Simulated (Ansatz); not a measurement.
# NH3, singlet: energies of several shapes or isomers

Program: Ansatz, Gaussian basis, development build; OMP3 by scripts on PySCF. Basis cc-pVTZ, 1 core orbital frozen, nonrelativistic. On stretched bonds single-reference methods can fail or change state.

Case A:

```xyz
4

N     0.0000    0.0000    0.1165
H     0.0000    0.9397   -0.2718
H     0.8138   -0.4699   -0.2718
H    -0.8138   -0.4699   -0.2718
```

Case B. A bond is stretched, to 2.99 times the sum of the covalent radii.

```xyz
4

N     0.0000    0.0000    0.1165
H     0.0000    2.8192   -1.0484
H     0.8138   -0.4699   -0.2718
H    -0.8138   -0.4699   -0.2718
```

Case C. A bond is stretched, to 1.99 times the sum of the covalent radii.

```xyz
4

N     0.0000    0.0000    0.1165
H     0.0000    1.8795   -0.6601
H     0.8138   -0.4699   -0.2718
H    -0.8138   -0.4699   -0.2718
```

Case D. A bond is stretched, to 1.50 times the sum of the covalent radii.

```xyz
4

N     0.0000    0.0000    0.1165
H     0.0000    1.4096   -0.4660
H     0.8138   -0.4699   -0.2718
H    -0.8138   -0.4699   -0.2718
```

Energy less that of case A, in eV:

```tsv
case	RCCSD	RCCSD(T)	UOMP3
B	+5.462	–	+4.840
C	+4.365	+4.131	+4.522
D	+2.315	+2.254	+2.376
```

(1) What does UCCSD(T) give for these differences?

(2) Which case is lowest, and do the methods agree?

## Answers

(1) B: +4.884 eV; C: +4.304 eV; D: +2.268 eV.

(2) A is lowest in UCCSD(T). Of the methods shown, RCCSD, UOMP3 agree.
